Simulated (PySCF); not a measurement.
Planning an excited-state job on (CH3)2CHCH2F, `CC(C)CF`.

Method: TDDFT wB97X-D/def2-SVPD, vertical, gas phase, core orbitals frozen in the response (PySCF 2.14.0, density-fitted response routines). Geometry: GFN2-xTB. Work: 8 singlets by full TDDFT, 3 Tamm–Dancoff triplets, polarisability, density fitting. A driver script takes a list of jobs; this job's settings line and coordinates (Å) are shown.

Input:
```
{"job": {"kind": "uv", "xc": "wB97X-D", "basis": "def2-SVPD", "nstates": 8, "ntriplets": 3}, "charge": 0, "multiplicity": 1}
C      1.358874    -0.448480    -0.217575
C      0.014608    -0.071330     0.400177
C     -0.249444     1.425686     0.269711
C     -1.113927    -0.851532    -0.270163
F     -0.990155    -2.197733    -0.018923
H      2.170779     0.046137     0.309501
H      1.393402    -0.150542    -1.263715
H      1.511418    -1.523220    -0.158201
H      0.024531    -0.344501     1.461042
H      0.549530     1.990069     0.743911
H     -0.296214     1.713602    -0.778540
H     -1.189997     1.696857     0.743584
H     -1.089539    -0.732282    -1.358667
H     -2.094544    -0.553203     0.115693
```

Hardware: one thread, x86-64 server, no GPU (shared host).

Q: How large is the basis?

A: 175 functions for 42 electrons, with 586 fitting functions; the fitted three-index integrals, 586 × 175 × 176/2 numbers of 8 bytes, come to 69 MiB.

Q: What wall time should be expected on this hardware?

A: About 17 s. The SCF took 12 cycles.

Times come from a shared host and carry two figures at best.

The run converged: HOMO -11.00 eV, LUMO 2.39 eV; lowest singlet 9.24 eV; lowest triplet 9.09 eV (Tamm–Dancoff); mean polarisability 51.2 au.
